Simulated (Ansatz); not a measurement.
# AlS (doublet): from Hartree-Fock to the top rungs at distance Al1–S2 = 1.832 Å, cc-pVDZ

How much of the correlation energy of AlS (doublet) does each wave-function method recover here?

Computed with Ansatz 0.2.0, Gaussian basis. Level: cc-pVDZ, core rule «outside noble gas», up to 10 orbitals frozen.

To be run: UHF; CCSD(T) on ROHF; CCSD(T) on UHF; BCCD(T) on ROHF; CISD; CCSDT(Q) on ROHF; CCSDT(Q) on UHF; CISDTQ; CCSDTQ on ROHF; CCSDTQ on UHF; CASSCF and MRCISD+Q, 3 electrons in 3 orbitals; CASSCF and NEVPT2, 3 electrons in 3 orbitals; Full CI.

2 further runs of the same task are left out: 2 for a known fault of the program.

## 1. The geometry

The geometry derives from a PBE0/def2-TZVP stationary point (not a proven minimum). One bond is set to the value named and the two fragments are kept rigid.

2 atoms, charge 0, spin multiplicity 2.

Atoms are counted from 1 here; the program's logs count them from 0.

Bond lengths: Al1–S2 1.832 Å.

## 2. UHF

Input file in.yaml:

```yaml
crystal:
  periodic: [false, false, false]
  atoms:
    - {symbol: Al, position_ang: [0.000000, 0.000000, 0.000000]}
    - {symbol: S, position_ang: [0.000000, 0.000000, 1.832000]}
basis:
  gaussian: {orbitals: cc-pVDZ}
magnetization: {spin_polarized: true, initial_magnetization: 1}
hamiltonian: {xc: hf}
output: {orbitals: {seedname: orbitals}}
```

On the command line:

```bash
$ ansatz run in.yaml --threads 1 --pin off --events-out ev --progress --plain --max-ram 3793MiB --backend cpu
```

After this run come: CCSD(T) on ROHF; CCSD(T) on UHF; BCCD(T) on ROHF; CISD; CCSDT(Q) on ROHF; CCSDT(Q) on UHF; CISDTQ; CCSDTQ on ROHF; CCSDTQ on UHF; CASSCF and MRCISD+Q, 3 electrons in 3 orbitals; CASSCF and NEVPT2, 3 electrons in 3 orbitals; Full CI.

Q: Predict the results of all the runs planned. Wanted: FCI below the RHF energy; RMP2 from FCI; UMP2 from FCI; RCCSD from FCI; RCCSD(T) from FCI; UCCSD(T) from FCI; RCCSDT(Q) from FCI; UCCSDT(Q) from FCI; NEVPT2 pair from FCI.

**Answer**, as computed:

| quantity | value |
| --- | --- |
| FCI below the RHF energy | -5.1985 eV |
| RMP2 from FCI | +70.9 kJ/mol |
| UMP2 from FCI | +69.2 kJ/mol |
| RCCSD from FCI | +25.3 kJ/mol |
| RCCSD(T) from FCI | +4.2 kJ/mol |
| UCCSD(T) from FCI | +4.2 kJ/mol |
| RCCSDT(Q) from FCI | +0.1 kJ/mol |
| UCCSDT(Q) from FCI | -0.4 kJ/mol |
| NEVPT2 pair from FCI | +72.7 kJ/mol |
| MRCISD+Q pair from FCI | +9.8 kJ/mol |
| levels within 1 kcal/mol (43 meV) | RCCSD(T), RCCSDT, UCCSDT, CISDTQ, RCCSDT(Q), UCCSDT(Q), RCCSDTQ, UCCSDTQ |
| T1 diagnostic | 0.035 |
| effectively unpaired electrons | 1.10 |

What this shows: RCCSD(T) misses by +4.2 kJ/mol, 0.8 % of the correlation energy. UCCSDT(Q) falls below full CI: unrestricted runs freeze a spin-polarised core, another one than full CI's, and coupled cluster isn't variational. One determinant dominates. Of the multireference levels listed MRCISD+Q pair comes nearest in total energy (+9.8 kJ/mol), which doesn't show that its space is the better one. These misses are within one basis, not against nature; the frozen cores of restricted and unrestricted runs differ, which can shift their rows.
